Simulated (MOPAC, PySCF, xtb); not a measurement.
Dissociation curve of SMILES CN (CH5N). The C1–H7 bond (C1 also carries H, H, N; H7 carries nothing else) is stretched with both fragments frozen at the PBE0/def2-TZVP optimised geometry.

GFN1-xTB (xtb); CASSCF(2,2)/def2-TZVP (PySCF); RKS-PBE = restricted PBE/def2-TZVP run with PySCF; UHF/def2-TZVP (PySCF); PM7, restricted, heats of formation (MOPAC).

Energies are in kcal/mol, each relative to the lowest point of its own curve near equilibrium.

```csv
R / Å,GFN1-xTB,"CASSCF(2,2)",RKS-PBE,UHF,PM7
0.87,30.9,31.8,30.9,28.8,19.2
0.94,12.2,13.3,12.8,11.2,9.1
0.97,7.3,8.3,7.9,6.6,5.9
1.02,2.3,2.9,2.7,1.8,2.3
1.06,0.4,0.7,0.6,0.2,0.6
1.09,0.0,0.0,0.0,0.0,0.0
1.13,0.5,0.2,0.3,0.8,0.1
1.15,1.1,0.6,0.8,1.6,0.4
1.21,4.1,3.2,3.5,5.2,2.8
1.25,6.8,5.7,6.1,8.4,5.2
1.35,15.6,13.6,14.3,18.3,13.9
1.47,28.1,24.7,25.8,32.1,27.6
1.62,44.4,38.9,40.8,50.1,47.3
1.82,65.3,56.1,59.4,68.7,74.0
1.98,80.3,67.6,72.5,76.7,94.0
2.20,97.8,79.7,87.8,82.5,118.0
2.39,109.9,87.0,98.5,85.0,135.2
2.70,124.3,94.1,112.0,86.7,156.4
2.95,132.0,97.0,119.9,87.3,168.5
3.28,138.5,98.8,127.6,87.6,179.5
```

At the longest distance, 3.28 Å, PM7 lies highest above its minimum (179.5 kcal/mol) and UHF lowest (87.6 kcal/mol).

At the longest distance RKS-PBE leaves fractional charges on the fragments, a sign of delocalisation error or of the restricted form. The restricted form behind RKS-PBE, PM7 keeps the bonding electrons paired and can't separate into open-shell fragments. The unrestricted determinant behind UHF is spin-contaminated at 1.82 to 3.28 Å (<S²> up to 1.0, against 0.00 for a pure singlet).
